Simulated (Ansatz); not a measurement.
**C3H4FN: how energies converge with the basis set**

One table from this session's results is given with a row withheld; the runs are named, their logs left out.

Method: one geometry, several basis sets; program: Ansatz 0.2.0, Gaussian basis.

Plan: PBE0-D4/def2-SVP; ωB97M-V/def2-SVP; PBE0-D4/def2-QZVPP; ωB97M-V/def2-QZVPP; the functionals' def2-TZVPP values are taken from earlier runs.

**The geometry**

An earlier PBE0-D4 in a triple-zeta def2 set relaxation fixed the geometry.

SMILES `CC1(F)C=N1`, 9 atoms, charge 0, spin multiplicity 1.

Atoms are counted from 1 here; the program's logs count them from 0.

Bond lengths: C1–C2 1.490 Å, C1–H6 1.092 Å, C1–H7 1.092 Å, C1–H8 1.089 Å, C2–F3 1.372 Å, C2–C4 1.422 Å, C2–N5 1.472 Å, C4–N5 1.261 Å, C4–H9 1.083 Å. Angles: C2–C1–H6 110.5°, C2–C1–H7 109.7°, C2–C1–H8 110.3°, H6–C1–H7 108.3°, H6–C1–H8 109.0°, H7–C1–H8 108.9°, C1–C2–F3 110.8°, C1–C2–C4 128.5°, C1–C2–N5 121.9°, F3–C2–C4 117.0°, F3–C2–N5 114.0°, C4–C2–N5 51.6°, C2–C4–N5 66.2°, C2–C4–H9 155.1°, N5–C4–H9 138.6°, C2–N5–C4 62.2°.

The first run:

in.yaml

```yaml
crystal:
  periodic: [false, false, false]
  atoms:
    - {symbol: C, position_ang: [0.982358, -0.027527, 0.579077]}
    - {symbol: C, position_ang: [-0.094385, 0.142178, -0.437223]}
    - {symbol: F, position_ang: [0.439111, 0.307768, -1.689887]}
    - {symbol: C, position_ang: [-1.454580, -0.266017, -0.363658]}
    - {symbol: N, position_ang: [-1.283670, 0.969407, -0.179136]}
    - {symbol: H, position_ang: [1.585152, -0.909518, 0.354412]}
    - {symbol: H, position_ang: [1.636902, 0.846890, 0.571754]}
    - {symbol: H, position_ang: [0.550854, -0.136772, 1.573419]}
    - {symbol: H, position_ang: [-2.273244, -0.972711, -0.425859]}
basis:
  gaussian: {orbitals: def2-SVP}
hamiltonian: {xc: pbe0, dispersion: d4}
output: {orbitals: {seedname: orbitals}}
```

The run is started by

```
> ansatz run in.yaml --threads 2 --pin off --events-out ev --progress --plain --max-ram 4352MiB
```

Steps of the session up to this table: PBE0-D4 in def2-SVP; ωB97M-V in def2-SVP; PBE0-D4 in def2-QZVPP; ωB97M-V in def2-QZVPP.

One of the session's tables, all rows but one given; the rest of the session is left out.

```
functional       basis  HOMO (eV)
   PBE0-D4    def2-SVP      -7.77
   PBE0-D4  def2-TZVPP      -7.88
   PBE0-D4  def2-QZVPP      -7.92
   ωB97M-V    def2-SVP          ?
   ωB97M-V  def2-TZVPP     -10.20
   ωB97M-V  def2-QZVPP     -10.23
```

Q: Estimate the row for ωB97M-V, def2-SVP from the others.

The run gave: HOMO (eV): -10.06. In the column «HOMO (eV)» it lies between ωB97M-V, def2-TZVPP (-10.20) and PBE0-D4, def2-QZVPP (-7.92).
